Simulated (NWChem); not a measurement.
# Spin states of tetrafluoroethylene (C$_{2}$F$_{4}$)

```xyz
6

F      1.0955     0.0000     1.3807
C      0.0000     0.0000     0.6647
F     -1.0955     0.0000     1.3807
C      0.0000     0.0000    -0.6647
F     -1.0955     0.0000    -1.3807
F      1.0955     0.0000    -1.3807
```
Charge 0, spin multiplicity 1.

The numbers come from NWChem runs, not from measurements. All single points use one geometry, from PBE0/def2-SVP, a minimum by its harmonic frequencies.

Basis set: def2-SVP. The gap is E(triplet) − E(singlet) at the geometry of the singlet, so a negative value puts the higher spin lower. Open shells are unrestricted, and the singlet is the closed-shell solution. The triplet is the single determinant that the SCF runs reached, with unpaired electrons in orbitals of symmetry b2u and b3g (D2h labels); it need not be the lowest triplet, which in molecules with degenerate π orbitals can need several determinants.

The correlated methods keep 6 core orbitals frozen. B3LYP has NWChem's definition, with VWN1-RPA local correlation. No SCF solution was tested for a lower state. Open-shell Hartree-Fock references start from PBE0 orbitals.

Problem. For the vertical singlet-triplet gap, B3LYP gives 107.8 kcal/mol and r2SCAN gives 103.7 kcal/mol. What do PBE, MP2, BP86 give?

Solution. PBE: 108.9 kcal/mol; MP2: 118.0 kcal/mol; BP86: 108.9 kcal/mol.
